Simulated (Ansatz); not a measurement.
A run of Ansatz (development build ahead of 0.2.0) on singlet SiH₄ at this shape:

```yaml
atoms:
  - { symbol: Si, position_ang: [-0.0035, 0.0093, -0.0010] }
  - { symbol: H, position_ang: [0.8571, 0.8706, 0.8610] }
  - { symbol: H, position_ang: [0.8663, -0.8647, -0.8704] }
  - { symbol: H, position_ang: [-0.8696, 0.8674, -0.8588] }
  - { symbol: H, position_ang: [-0.8570, -0.8558, 0.8682] }
```

Its results:

```yaml
Converged: yes
Reference_energy: -291.26002 hartree
Correlation_energy: -0.14317 hartree
Total_energy: -291.40320 hartree
Spin_squared_of_the_determinant: 0.000
```

Which input gives this output? Name the method, the orbitals and the basis set, and write the input.

RHF-MP2 in cc-pVTZ. An unrestricted run that stays on the closed shell gives the same numbers.

```yaml
crystal:
  periodic: [false, false, false]
  atoms:
    - { symbol: Si, position_ang: [-0.00353, 0.0093, -0.00101] }
    - { symbol: H, position_ang: [0.85712, 0.87062, 0.86097] }
    - { symbol: H, position_ang: [0.86634, -0.86466, -0.87037] }
    - { symbol: H, position_ang: [-0.8696, 0.86742, -0.85879] }
    - { symbol: H, position_ang: [-0.85702, -0.85585, 0.86821] }
basis:
  gaussian: { orbitals: cc-pVTZ }
hamiltonian:
  xc: hf
correlation:
  method: mp2
  frozen_orbitals: { H: 0, Si: 5 }
```
